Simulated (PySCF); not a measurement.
# The bond of SiB+, level by level, part 2 of 2

PySCF 2.14.0; Si STO-3G, B STO-3G; no relativity. The steps go on from the part before.

## Step 11: LC-ωPBE (range-separated hybrid)

Log of the SCF at 2.032 Å:

```text
******** <class 'pyscf.dft.uks_symm.SymAdaptedUKS'> ********
method = SymAdaptedUKS
initial guess = minao
damping factor = 0
level_shift factor = 0
DIIS = <class 'pyscf.scf.diis.CDIIS'>
diis_start_cycle = 1
diis_space = 10
diis_damp = 0
SCF conv_tol = 1e-09
SCF conv_tol_grad = None
SCF max_cycles = 60
direct_scf = False
max_memory 909 MB (current use 253 MB)
number electrons alpha = 10  beta = 8
XC library pyscf.dft.libxc version 7.0.0
    S. Lehtola, C. Steigemann, M. J.T. Oliveira, and M. A.L. Marques.,  SoftwareX 7, 1–5 (2018)
XC functionals = LC_WPBE
    O. A. Vydrov and G. E. Scuseria.,  J. Chem. Phys. 125, 234109 (2006)
small_rho_cutoff = 0
Set gradient conv threshold to 3.16228e-05
init E= -310.027771455959
cycle= 1 E= -310.028486315351  delta_E= -0.000715  |g|= 0.00552  |ddm|= 0.0515
cycle= 2 E= -310.028548379525  delta_E= -6.21e-05  |g|= 0.00226  |ddm|= 0.0163
cycle= 3 E= -310.028564878147  delta_E= -1.65e-05  |g|= 0.000778  |ddm|= 0.011
cycle= 4 E= -310.028567268603  delta_E= -2.39e-06  |g|= 0.000535  |ddm|= 0.00357
cycle= 5 E= -310.028568718696  delta_E= -1.45e-06  |g|= 0.000346  |ddm|= 0.00312
cycle= 6 E= -310.028570015114  delta_E= -1.3e-06  |g|= 0.000149  |ddm|= 0.00502
cycle= 7 E= -310.028570247931  delta_E= -2.33e-07  |g|= 5.26e-05  |ddm|= 0.00252
cycle= 8 E= -310.028570255422  delta_E= -7.49e-09  |g|= 1.04e-05  |ddm|= 0.000624
cycle= 9 E= -310.028570255917  delta_E= -4.95e-10  |g|= 3.7e-07  |ddm|= 0.000107
Extra cycle  E= -310.028570255917  delta_E= -5.12e-13  |g|= 1.51e-07  |ddm|= 1.06e-06
converged SCF energy = -310.028570255917  <S^2> = 2.0048574  2S+1 = 3.0032365
```

Re = 1.984 Å, ωe = 783 cm⁻¹, ωexe = 9.65 cm⁻¹, αe = 0.00547 cm⁻¹, Be = 0.5420 cm⁻¹, De = 3.57 eV, μ = 1.02 D. 4.2 s of CPU time for 12 points, integrals apart.

## Step 12: UHF

The SCF at the reference distance, 2.032 Å, printed:

```text
******** <class 'pyscf.scf.uhf_symm.SymAdaptedUHF'> ********
method = SymAdaptedUHF
initial guess = minao
damping factor = 0
level_shift factor = 0
DIIS = <class 'pyscf.scf.diis.CDIIS'>
diis_start_cycle = 1
diis_space = 10
diis_damp = 0
SCF conv_tol = 1e-09
SCF conv_tol_grad = None
SCF max_cycles = 60
direct_scf = False
max_memory 909 MB (current use 253 MB)
number electrons alpha = 10  beta = 8
Overwritten attributes  get_k get_jk get_j get_occ get_hcore  of <class 'pyscf.scf.uhf_symm.SymAdaptedUHF'>
<class 'pyscf.scf.uhf_symm.SymAdaptedUHF'> does not have attributes  refdm
Set gradient conv threshold to 3.16228e-05
init E= -309.567379197109
cycle= 1 E= -309.571388440777  delta_E= -0.00401  |g|= 0.0165  |ddm|= 0.105
cycle= 2 E= -309.571859957038  delta_E= -0.000472  |g|= 0.00754  |ddm|= 0.0407
cycle= 3 E= -309.572029040465  delta_E= -0.000169  |g|= 0.00301  |ddm|= 0.0319
cycle= 4 E= -309.572068828701  delta_E= -3.98e-05  |g|= 0.00207  |ddm|= 0.015
cycle= 5 E= -309.57209108687  delta_E= -2.23e-05  |g|= 0.00181  |ddm|= 0.0107
cycle= 6 E= -309.572129685857  delta_E= -3.86e-05  |g|= 0.00169  |ddm|= 0.0203
cycle= 7 E= -309.572167122224  delta_E= -3.74e-05  |g|= 0.00162  |ddm|= 0.0205
cycle= 8 E= -309.572432613067  delta_E= -0.000265  |g|= 0.000942  |ddm|= 0.217
cycle= 9 E= -309.572444272169  delta_E= -1.17e-05  |g|= 0.000407  |ddm|= 0.0441
cycle= 10 E= -309.572444299502  delta_E= -2.73e-08  |g|= 0.000151  |ddm|= 0.00793
cycle= 11 E= -309.572444541703  delta_E= -2.42e-07  |g|= 3.38e-05  |ddm|= 0.00895
cycle= 12 E= -309.572444556821  delta_E= -1.51e-08  |g|= 3.12e-05  |ddm|= 0.00418
cycle= 13 E= -309.572444576563  delta_E= -1.97e-08  |g|= 3.54e-06  |ddm|= 0.002
cycle= 14 E= -309.57244457685  delta_E= -2.86e-10  |g|= 4.19e-07  |ddm|= 0.000191
Extra cycle  E= -309.57244457685  delta_E= -5.68e-13  |g|= 2.57e-07  |ddm|= 1.33e-06
converged SCF energy = -309.57244457685  <S^2> = 2.0039151  2S+1 = 3.0026089
```

No constants are quoted: the points don't follow one smooth fit.

## Step 13: Correlated methods on the Hartree–Fock reference

Reference: UHF; core orbitals frozen: 6.

Output of the coupled-cluster run at 2.032 Å:

```text
******** <class 'pyscf.cc.uccsd.UCCSD'> ********
CC2 = 0
CCSD nocc = (np.int64(4), np.int64(2)), nmo = (8, 8)
frozen orbitals [[0, 1, 2, 3, 4, 5], [0, 1, 2, 3, 4, 5]]
max_cycle = 80
direct = 0
conv_tol = 1e-07
conv_tol_normt = 1e-05
diis_space = 8
diis_start_cycle = 0
diis_start_energy_diff = 1e+09
max_memory 909 MB (current use 253 MB)
Init t2, MP2 energy = -0.0468958005740671
Init E_corr(UCCSD) = -0.046895800574218
cycle = 1  E_corr(UCCSD) = -0.0628957525754685  dE = -0.015999952  norm(t1,t2) = 0.0802391
cycle = 2  E_corr(UCCSD) = -0.0695115618315815  dE = -0.00661580926  norm(t1,t2) = 0.0460814
cycle = 3  E_corr(UCCSD) = -0.0768362060929236  dE = -0.00732464426  norm(t1,t2) = 0.0326147
cycle = 4  E_corr(UCCSD) = -0.0786012501605437  dE = -0.00176504407  norm(t1,t2) = 0.0179353
cycle = 5  E_corr(UCCSD) = -0.0794048695473579  dE = -0.000803619387  norm(t1,t2) = 0.00545209
cycle = 6  E_corr(UCCSD) = -0.079073044693914  dE = 0.000331824853  norm(t1,t2) = 0.00163534
cycle = 7  E_corr(UCCSD) = -0.0791755864299156  dE = -0.000102541736  norm(t1,t2) = 0.000647229
cycle = 8  E_corr(UCCSD) = -0.0791698557640162  dE = 5.7306659e-06  norm(t1,t2) = 0.000220476
cycle = 9  E_corr(UCCSD) = -0.0791690036409227  dE = 8.52123093e-07  norm(t1,t2) = 0.000116703
cycle = 10  E_corr(UCCSD) = -0.0791712333226867  dE = -2.22968176e-06  norm(t1,t2) = 4.99976e-05
cycle = 11  E_corr(UCCSD) = -0.0791705391768651  dE = 6.94145822e-07  norm(t1,t2) = 2.43675e-05
cycle = 12  E_corr(UCCSD) = -0.0791705803412231  dE = -4.1164358e-08  norm(t1,t2) = 8.54586e-06
UCCSD converged
E(UCCSD) = -309.6516151571913  E_corr = -0.07917058034122311
UCCSD(T) correction = -0.00208868149040459
```

Correlation energy (eV) along the bond:

```
R (Å)     MP2  SCS-MP2    CCSD  CCSD(T)     T1
1.748  -1.018   -1.101     n/a      n/a    n/a
1.829  -1.073   -1.155  -1.843   -1.885  0.045
1.910  -1.139   -1.219  -1.952   -1.999  0.051
1.971  -1.199   -1.275  -2.047   -2.099  0.055
2.032  -1.276   -1.347  -2.154   -2.211  0.055
2.093  -1.232   -1.311  -2.240   -2.290  0.059
2.174  -1.125   -1.226  -2.207   -2.255  0.076
2.276  -1.047   -1.167  -2.125   -2.167  0.077
2.398  -0.991   -1.128  -2.029   -2.062  0.068
2.560  -0.951   -1.104     n/a      n/a    n/a
```

UHF-MP2: No constants are quoted: the points don't follow one smooth fit.

UHF-SCS-MP2: No constants are quoted: the points don't follow one smooth fit.

UHF-CCSD: No constants are quoted: the points don't follow one smooth fit.

UHF-CCSD(T): No constants are quoted: the points don't follow one smooth fit.

## Step 14: All curves

Energy (eV) from each level's lowest point:

```
R (Å)    UHF  UHF-MP2  UHF-SCS-MP2  UHF-CCSD  UHF-CCSD(T)    LDA    PBE  r²SCAN  TPSSh   PBE0  BHandHLYP  LC-ωPBE
1.748  0.596    0.784        0.771       n/a          n/a  0.961  1.023   0.960  0.958  0.892      0.802    0.721
1.829  0.184    0.317        0.305     0.437        0.446  0.448  0.491   0.442  0.443  0.395      0.334    0.275
1.910  0.010    0.076        0.067     0.154        0.158  0.153  0.178   0.147  0.149  0.120      0.087    0.054
1.971  0.000    0.007        0.001     0.050        0.048  0.041  0.053   0.037  0.039  0.024      0.010    0.000
2.032  0.070    0.000        0.000     0.013        0.006  0.000  0.000   0.000  0.000  0.000      0.000    0.017
2.093  0.143    0.117        0.109     0.000        0.000  0.016  0.004   0.021  0.017  0.031      0.040    0.085
2.174  0.181    0.262        0.232     0.071        0.074  0.104  0.076   0.114  0.103  0.134      0.141    0.223
2.276  0.249    0.408        0.359     0.221        0.229  0.287  0.238   0.302  0.276  0.324      0.306    0.421
2.398  0.379    0.593        0.527     0.446        0.464  0.567  0.492   0.581  0.532  0.596      0.526    0.663
2.560  0.620    0.874        0.792       n/a          n/a  0.975  0.864   0.979  0.893  0.970      0.825    0.984
```

The whole job (state search and all levels along the bond) took 0.66 min on 1 thread of Arm Neoverse N1 (shared host), peak memory 0.28 GiB.

## Step 15: Results

The summary covers parts 1 to 2.

Lowest PBE0 solution found, without spin–orbit coupling: ³Π (triplet), unpaired electrons σ ↑, π ↑. State 2 has its PBE0 minimum 0.29 eV higher. State 3 has its PBE0 minimum 0.34 eV higher, as a spin-mixed determinant (⟨S²⟩ = 1.01), so this is no gap between pure states. State 4 has its PBE0 minimum 0.71 eV higher, as a spin-mixed determinant (⟨S²⟩ = 1.07), so this is no gap between pure states. The other levels ran on the lowest alone.

```
    level  Re (Å)  ωe (cm⁻¹)  De (eV)  μ (D)
      LDA   2.043        707     4.80   0.68
      PBE   2.057        688     4.34   0.73
   r²SCAN   2.038        718     4.25   0.84
    TPSSh   2.041        702     3.95   0.85
     PBE0   2.026        724     3.97   0.86
BHandHLYP   2.011        712     3.33   0.88
  LC-ωPBE   1.984        783     3.57   1.02
```

De is counted to Si+ + B in their ground configurations. A positive dipole points from Si to B; in an ion it is taken about the centre of mass and does not tell which atom is negative. No constants: UHF (the points don't follow one smooth fit); UHF-MP2 (the points don't follow one smooth fit); UHF-SCS-MP2 (the points don't follow one smooth fit); UHF-CCSD (the points don't follow one smooth fit); UHF-CCSD(T) (the points don't follow one smooth fit).

Time per point (s) on 1 thread of Arm Neoverse N1, shared host (CPU time, shared integrals of 0.012 s apart; correlated levels include their reference); the times are rough: LDA 0.13, PBE 0.22, r²SCAN 0.3, TPSSh 0.37, PBE0 0.35, BHandHLYP 0.2, LC-ωPBE 0.35.

**Reading.** Bond lengths run from 1.984 Å (LC-ωPBE) to 2.057 Å (PBE). Among the levels with a De in the table, it runs from 3.33 eV (BHandHLYP) to 4.80 eV (LDA).

Correlated steps freeze 6 core orbitals. The basis is very small, so these numbers show the basis as much as the molecule. T1 is 0.059 near the minimum (highest on the curve 0.077), which may point to more than one leading configuration.
